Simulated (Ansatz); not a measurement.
Species, as SMILES: N (NH3).
Atoms: N1, H2, H3, H4. Bonds: N1-H2, N1-H3, N1-H4.

Basis-set convergence of the lowest harmonic wavenumber at HF with Ansatz (an electronic-structure program). Each level at its own minimum, finite differences of forces, unscaled; the reference is a large set that could be run, not a limit. Cartesian d functions, on some or all atoms, in 6-31G*, 6-31+G*; all else is spherical. The program fits the integrals of some runs and decomposes those of others, by size. No added dispersion term, no relativity. Reference: the value in aug-pcseg-2, 1091 cm⁻¹, itself unsure by roughly 6 cm⁻¹ (its mean distance from aug-cc-pVTZ, def2-TZVPPD). Deviations are taken from unrounded values.

| basis | functions | lowest harmonic wavenumber (cm⁻¹) |
|---|---|---|
| 6-31G* | 21 | 1209 |
| 6-31+G* | 25 | 1167 |
| cc-pVDZ | 29 | 1197 |
| aug-cc-pVDZ | 50 | 1103 |
| def2-SVP | 29 | 1134 |
| def2-SVPD | 44 | 1063 |
| pcseg-1 | 29 | 1148 |
| aug-pcseg-1 | 50 | 1136 |
| 6-311G** | 36 | 1147 |
| 6-311+G** | 40 | 1091 |
| def2-TZVP | 49 | 1099 |
| def2-TZVPD | 64 | 1098 |
| cc-pVTZ | 72 | 1127 |
| aug-cc-pVTZ | 115 | 1096 |
| pcseg-2 | 72 | 1093 |
| aug-pcseg-2 | 115 | 1091 |
| def2-TZVPP | 73 | 1104 |
| def2-TZVPPD | 88 | 1099 |

What the diffuse functions change, pair by pair:
- 6-31G* to 6-31+G*: 4 more functions, deviation 117 to 76 cm⁻¹
- cc-pVDZ to aug-cc-pVDZ: 21 more functions, deviation 106 to 12 cm⁻¹
- def2-SVP to def2-SVPD: 15 more functions, deviation 43 to -28 cm⁻¹
- pcseg-1 to aug-pcseg-1: 21 more functions, deviation 57 to 45 cm⁻¹
- 6-311G** to 6-311+G**: 4 more functions, deviation 56 to -1 cm⁻¹
- def2-TZVP to def2-TZVPD: 15 more functions, deviation 7 to 6 cm⁻¹
- cc-pVTZ to aug-cc-pVTZ: 43 more functions, deviation 36 to 5 cm⁻¹
- pcseg-2 to aug-pcseg-2: 43 more functions, deviation 1 to 0 cm⁻¹
- def2-TZVPP to def2-TZVPPD: 15 more functions, deviation 13 to 8 cm⁻¹

Leaving out the reference's own pair, they bring the value nearer the reference by more than 6 cm⁻¹ in 6 of 8 pairs.
